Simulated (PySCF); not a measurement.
```xyz
5

Si     0.0000     0.0000     0.0000
H     -0.2580    -1.0452    -1.0223
H     -0.7836     1.2175    -0.3283
H      1.4470     0.3318     0.0143
H     -0.4054    -0.5040     1.3363
```

Charge 0, multiplicity 1.

Q: Give the Mulliken and meta-Löwdin atomic charges from PySCF 2.14.0 with PBE-D3(BJ)/def2-TZVP // PBE0-D4/def2-TZVP.

A: 
| atom | Mulliken (e) | meta-Löwdin (e) |
|---|---|---|
| Si1 | 0.07 | 0.27 |
| H2 | -0.02 | -0.07 |
| H3 | -0.02 | -0.07 |
| H4 | -0.02 | -0.07 |
| H5 | -0.02 | -0.07 |
